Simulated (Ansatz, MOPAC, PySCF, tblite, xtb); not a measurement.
Scan of H₃ (cation, charge +1), singlet: collinear H-H-H surface. Scanned: first H-H distance and second H-H distance.

Levels: GFN2-xTB, 300 K electronic temperature (tblite); RHF/def2-SVP (PySCF); FCI/aug-cc-pVTZ = full CI/aug-cc-pVTZ, frozen core (Ansatz, a program for electronic structure); RHF/aug-cc-pVTZ (Ansatz); MP2/aug-cc-pVTZ = MP2 on RHF/aug-cc-pVTZ, frozen core run with Ansatz; CCSD/aug-cc-pVTZ = Ansatz with CCSD on RHF/aug-cc-pVTZ, frozen core; CCSD(T)/aug-cc-pVTZ = CCSD(T) on RHF/aug-cc-pVTZ, frozen core run with Ansatz; RKS-PBE0/aug-cc-pVTZ = restricted PBE0/aug-cc-pVTZ run with Ansatz; RKS-BLYP/aug-cc-pVTZ = restricted BLYP/aug-cc-pVTZ run with Ansatz; RKS-PBE/aug-cc-pVTZ = restricted PBE/aug-cc-pVTZ (Ansatz); PM7, restricted, heats of formation (MOPAC); PM6, restricted, heats of formation (MOPAC); GFN1-xTB (xtb); RKS-B3LYP/6-31G* = restricted B3LYP/6-31G*, spherical d in PySCF 2.14.0; RHF/LANL2DZ = PySCF with restricted Hartree-Fock/LANL2DZ; RHF/3-21G = restricted Hartree-Fock/3-21G (PySCF); RKS-B3LYP/3-21G = PySCF 2.14.0 with restricted B3LYP/3-21G.

Energies in kJ/mol at chosen points (x: first H-H distance (Å); y: second H-H distance (Å)), relative to x = 0.82, y = 0.79:

```tsv
method	(1.36, 1.56)	(1.75, 1.56)	(1.03, 0.94)	(0.88, 1.14)	(1.10, 1)	(1.51, 0.63)	(0.95, 1.40)
GFN2-xTB	158.3	249.9	-29.1	-12.0	-16.0	159.6	42.7
RHF	310.1	417.8	43.4	61.8	74.4	196.8	141.2
FCI/aug-cc-pVTZ	277.1	366.9	40.7	59.9	68.7	204.1	137.1
RHF/aug-cc-pVTZ	318.1	424.5	50.9	68.6	82.8	189.9	148.9
MP2/aug-cc-pVTZ	296.6	392.0	46.3	64.7	76.3	197.2	143.3
CCSD/aug-cc-pVTZ	277.1	—	40.7	59.9	68.7	204.1	137.1
CCSD(T)/aug-cc-pVTZ	277.1	—	40.7	59.9	68.7	204.1	137.1
RKS-PBE0/aug-cc-pVTZ	273.6	365.2	38.7	56.3	66.2	192.1	129.0
RKS-BLYP/aug-cc-pVTZ	246.7	328.5	32.5	49.2	57.6	183.8	115.8
RKS-PBE/aug-cc-pVTZ	247.9	331.3	31.8	48.9	56.9	187.7	116.1
PM7	533.5	698.1	77.9	108.4	133.5	309.6	243.3
PM6	508.5	676.6	64.4	94.6	115.6	297.6	225.0
GFN1-xTB	211.7	287.4	26.5	37.2	47.8	168.1	92.5
RKS-B3LYP/6-31G*	269.0	355.6	39.2	56.4	66.8	188.6	127.9
RHF/LANL2DZ	317.9	425.5	50.9	68.5	82.7	189.6	148.8
RHF/3-21G	313.5	420.1	48.9	66.6	80.6	190.0	146.1
RKS-B3LYP/3-21G	264.8	351.9	36.4	53.7	63.6	190.1	124.6
```

Dashes: no converged value, or the column stops at the first point that the program doubted or that broke a chosen test of continuity, which isn't proof of a fault.
